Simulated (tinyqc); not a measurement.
Coupled-perturbed Hartree-Fock on RHF in the sto-6g basis, for NH3, spin multiplicity 1, step by step. One step of it, computed by the program tinyqc.

Task: Coupled step 2. U_ai = -(mu_ai + sum_bj [4 (ai|bj) - (ab|ij) - (aj|bi)] U_bj) / (e_a - e_i); alpha = -4 sum U_ai mu_ai.

U after step 1, order a6, a7, a8:
$$\begin{pmatrix}
0.000434 & 0.026879 & 0.000000 & -0.000053 & -0.131661 \\
0.000000 & 0.000004 & 0.000000 & -0.255342 & 0.000022 \\
0.000000 & 0.000000 & -0.255340 & 0.000000 & 0.000000
\end{pmatrix}$$

dipole integrals <a|z|i> (bohr), order a6, a7, a8:
$$\begin{pmatrix}
-0.026585 & 0.044727 & 0.000000 & 0.000060 & 0.051483 \\
0.000005 & -0.000023 & 0.000000 & 0.324785 & -0.000013 \\
0.000000 & 0.000000 & 0.324786 & 0.000000 & 0.000000
\end{pmatrix}$$

orbital energies (hartree): MO1 -15.489823, MO2 -1.030395, MO3 -0.539237, MO4 -0.539235, MO5 -0.324959, MO6 0.517713, MO7 0.672166, MO8 0.672183

Two-electron integrals over orbitals (pq|rs), unique and non-zero (hartree):
```
(11|11) 4.143488    (21|11) -0.354194   (21|21) 0.048630    (22|11) 0.845937
(22|21) -0.011062   (22|22) 0.596819    (31|31) 0.008984    (32|31) 0.014144
(32|32) 0.120717    (33|11) 0.687481    (33|21) -0.003552   (33|22) 0.542101
(33|33) 0.563319    (41|11) -0.000012   (41|21) 1.36e-06    (41|22) -1.42e-06
(41|33) -0.002620   (41|41) 0.008984    (42|11) 3.05e-06    (42|21) -7.62e-07
(42|22) -0.000008   (42|33) -0.048407   (42|41) 0.014144    (42|42) 0.120711
(43|31) -0.002619   (43|32) -0.048405   (43|43) 0.044961    (44|11) 0.687472
(44|21) -0.003552   (44|22) 0.542090    (44|33) 0.473386    (44|41) 0.002620
(44|42) 0.048410    (44|44) 0.563316    (51|11) -0.108387   (51|21) 0.012818
(51|22) -0.009843   (51|33) -0.003165   (51|41) 6.24e-07    (51|42) 9.47e-09
(51|44) -0.003165   (51|51) 0.024905    (52|11) 0.062850    (52|21) -0.005487
(52|22) -0.010341   (52|33) -0.000808   (52|41) -6.40e-08   (52|42) 8.21e-08
(52|44) -0.000809   (52|51) 0.022653    (52|52) 0.107914    (53|31) 0.002265
(53|32) -0.003588   (53|43) 0.008043    (53|53) 0.027117    (54|11) 0.000007
(54|21) -3.51e-07   (54|22) 1.97e-06    (54|33) 0.008045    (54|41) 0.002264
(54|42) -0.003590   (54|44) -0.008043   (54|51) 8.24e-07    (54|52) 3.43e-06
(54|54) 0.027117    (55|11) 0.947412    (55|21) -0.010993   (55|22) 0.609794
(55|33) 0.535158    (55|41) -2.19e-07   (55|42) 1.76e-06    (55|44) 0.535153
(55|51) 0.011108    (55|52) 0.076526    (55|54) 0.000006    (55|55) 0.759873
(61|11) -0.298929   (61|21) 0.042310    (61|22) -0.007287   (61|33) -0.002273
(61|41) 3.68e-06    (61|42) 3.16e-06    (61|44) -0.002272   (61|51) 0.004528
(61|52) -0.011678   (61|54) 9.57e-08    (61|55) -0.012612   (61|61) 0.038892
(62|11) 0.315719    (62|21) -0.009390   (62|22) 0.118062    (62|33) 0.070018
(62|41) 1.64e-06    (62|42) 0.000009    (62|44) 0.070013    (62|51) -0.011832
(62|52) -0.014377   (62|54) 3.62e-06    (62|55) 0.136229    (62|61) -0.004980
(62|62) 0.088388    (63|31) 0.004604    (63|32) -0.027989   (63|43) 0.035763
(63|53) 0.010829    (63|63) 0.061408    (64|11) 0.000067    (64|21) -1.43e-06
(64|22) 0.000028    (64|33) 0.035788    (64|41) 0.004603    (64|42) -0.028005
(64|44) -0.035755   (64|51) -2.27e-07   (64|52) 0.000006    (64|54) 0.010833
(64|55) 0.000034    (64|61) 5.66e-08    (64|62) 0.000024    (64|64) 0.061433
(65|11) -0.086462   (65|21) -0.001488   (65|22) -0.049999   (65|33) -0.023225
(65|41) 9.75e-07    (65|42) 0.000007    (65|44) -0.023217   (65|51) 0.014227
(65|52) 0.043936    (65|54) 4.30e-06    (65|55) -0.036164   (65|61) -0.005810
(65|62) -0.045173   (65|64) -0.000009   (65|65) 0.041255    (66|11) 0.691060
(66|21) -0.008550   (66|22) 0.510511    (66|33) 0.483453    (66|41) 3.61e-06
(66|42) 0.000036    (66|44) 0.483490    (66|51) -0.016790   (66|52) -0.045920
(66|54) -0.000006   (66|55) 0.486974    (66|61) -0.002618   (66|62) 0.069792
(66|64) -0.000008   (66|65) -0.042821   (66|66) 0.496299    (71|11) 0.000062
(71|21) -0.000009   (71|22) 1.90e-07    (71|33) -0.003354   (71|41) 0.013525
(71|42) 0.019779    (71|44) 0.003355    (71|51) -1.19e-06   (71|52) 1.98e-06
(71|54) 0.003443    (71|55) 2.42e-06    (71|61) -4.51e-06   (71|62) 4.02e-06
(71|64) 0.006551    (71|65) 2.36e-06    (71|66) 0.000006    (71|71) 0.020421
(72|11) -0.000072   (72|21) 1.77e-06    (72|22) -0.000028   (72|33) 0.013605
(72|41) 0.011572    (72|42) 0.033297    (72|44) -0.013635   (72|51) 2.11e-06
(72|52) 5.15e-07    (72|54) 0.016212    (72|55) -0.000032   (72|61) 4.16e-06
(72|62) -0.000010   (72|64) 0.039811    (72|65) 0.000010    (72|66) -0.000013
(72|71) 0.016492    (72|72) 0.055740    (73|31) 0.002205    (73|32) 0.041857
(73|43) -0.015269   (73|53) -0.007553   (73|63) -0.030207   (73|73) 0.034809
(74|11) 0.306318    (74|21) -0.005628   (74|22) 0.115432    (74|33) 0.090272
(74|41) -0.002207   (74|42) -0.041843   (74|44) 0.059754    (74|51) 0.000332
(74|52) 0.032448    (74|54) 0.007553    (74|55) 0.156278    (74|61) -0.005010
(74|62) 0.080980    (74|64) 0.030222    (74|65) -0.023083   (74|66) 0.043383
(74|71) -0.003363   (74|72) 0.003361    (74|74) 0.135112    (75|11) 0.000011
(75|21) 2.48e-07    (75|22) 4.97e-06    (75|33) -0.014686   (75|41) 0.005098
(75|42) 0.035457    (75|44) 0.014694    (75|51) -3.00e-06   (75|52) -0.000010
(75|54) 0.019271    (75|55) 2.85e-06    (75|61) 2.59e-06    (75|62) 0.000010
(75|64) -0.014315   (75|65) -1.16e-06   (75|66) 0.000018    (75|71) 0.007469
(75|72) 0.011505    (75|74) -0.013674   (75|75) 0.034123    (76|11) 0.000010
(76|22) -2.87e-06   (76|33) -0.050926   (76|41) 0.011381    (76|42) 0.099690
(76|44) 0.050939    (76|51) 2.79e-06    (76|52) 0.000010    (76|54) -0.013323
(76|55) 0.000010    (76|61) 2.37e-06    (76|62) 3.47e-06    (76|64) -0.047717
(76|65) 0.000011    (76|66) 0.000038    (76|71) 0.016258    (76|72) 0.006491
(76|74) -0.048582   (76|75) 0.028717    (76|76) 0.108431    (77|11) 0.790909
(77|21) -0.008130   (77|22) 0.546301    (77|33) 0.481447    (77|41) -0.000117
(77|42) 0.028461    (77|44) 0.555240    (77|51) -0.002154   (77|52) 0.012399
(77|54) -0.010210   (77|55) 0.559172    (77|61) -0.006369   (77|62) 0.081581
(77|64) -0.039008   (77|65) -0.021324   (77|66) 0.491982    (77|71) -0.000433
(77|72) -0.023585   (77|74) 0.076715    (77|75) 0.009370    (77|76) 0.041500
(77|77) 0.578070    (81|31) 0.013525    (81|32) 0.019779    (81|43) -0.003353
(81|53) 0.003444    (81|63) 0.006552    (81|73) 0.003362    (81|81) 0.020421
(82|31) 0.011571    (82|32) 0.033292    (82|43) 0.013625    (82|53) 0.016212
(82|63) 0.039811    (82|73) -0.003395   (82|81) 0.016492    (82|82) 0.055740
(83|11) 0.306314    (83|21) -0.005629   (83|22) 0.115423    (83|33) 0.059748
(83|41) 0.002206    (83|42) 0.041855    (83|44) 0.090275    (83|51) 0.000332
(83|52) 0.032448    (83|54) -0.007549   (83|55) 0.156276    (83|61) -0.005009
(83|62) 0.080980    (83|64) -0.030189   (83|65) -0.023077   (83|66) 0.043417
(83|71) 0.003365    (83|72) -0.003403   (83|74) 0.067893    (83|75) 0.013683
(83|76) 0.048607    (83|77) 0.101013    (83|83) 0.135124    (84|31) 0.002207
(84|32) 0.041855    (84|43) -0.015263   (84|53) -0.007550   (84|63) -0.030196
(84|73) 0.032443    (84|81) 0.003364    (84|82) -0.003385   (84|84) 0.034798
(85|31) 0.005098    (85|32) 0.035457    (85|43) -0.014687   (85|53) 0.019272
(85|63) -0.014308   (85|73) 0.013682    (85|81) 0.007469    (85|82) 0.011504
(85|84) 0.013681    (85|85) 0.034122    (86|31) 0.011381    (86|32) 0.099681
(86|43) -0.050913   (86|53) -0.013317   (86|63) -0.047681   (86|73) 0.048602
(86|81) 0.016258    (86|82) 0.006495    (86|84) 0.048596    (86|85) 0.028711
(86|86) 0.108398    (87|31) 0.000110    (87|32) -0.028521   (87|43) 0.036926
(87|53) 0.010218    (87|63) 0.039049    (87|73) -0.012188   (87|81) 0.000424
(87|82) 0.023564    (87|84) -0.012181   (87|85) -0.009383   (87|86) -0.041540
(87|87) 0.040337    (88|11) 0.790909    (88|21) -0.008130   (88|22) 0.546306
(88|33) 0.555264    (88|41) 0.000112    (88|42) -0.028501   (88|44) 0.481424
(88|51) -0.002154   (88|52) 0.012399    (88|54) 0.010219    (88|55) 0.559172
(88|61) -0.006369   (88|62) 0.081588    (88|64) 0.039066    (88|65) -0.021329
(88|66) 0.491951    (88|71) 0.000429    (88|72) 0.023545    (88|74) 0.101027
(88|75) -0.009376   (88|76) -0.041530   (88|77) 0.497474    (88|83) 0.076686
(88|88) 0.578104
```

Give: U after step 2; polarisability.

Result:

U after step 2, order a6, a7, a8:
$$\begin{pmatrix}
0.0005 & 0.0286 & 0.0000 & -0.0001 & -0.1542 \\
0.0000 & 0.0000 & 0.0000 & -0.2682 & 0.0000 \\
0.0000 & 0.0000 & -0.2682 & 0.0000 & 0.0000
\end{pmatrix}$$

polarisability = 0.7235 bohr^3
